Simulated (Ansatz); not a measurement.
```xyz
5

N     1.4213    1.4148   -0.9959
C     0.6633    0.7478   -0.4355
Si   -0.5720   -0.2017    0.5248
H    -1.6271   -0.6973   -0.3873
H     0.1145   -1.2637    1.2938
```

Total charge 0; spin multiplicity 2.

(1) List the ωB97M-V/def2-TZVPP orbital energies in eV (Ansatz). (Best estimate.)

## Answers

(1) Computed: α occupied: -1808.43, -395.22, -282.33, -149.47, -103.71, -103.57, -103.52, -28.36, -19.90, -15.38, -13.72, -13.17, -12.86, -12.26, -8.94. α empty: 1.36, 1.55, 2.17, 2.96, 3.71, 4.16, 5.41, 5.61. β occupied: -1808.32, -395.16, -282.35, -149.36, -103.49, -103.44, -103.41, -28.26, -19.44, -15.15, -13.54, -12.98, -12.54, -12.16. β empty: -1.84, 1.56, 1.86, 2.49, 3.19, 3.94, 4.19, 5.75. ⟨S²⟩ = 0.753.
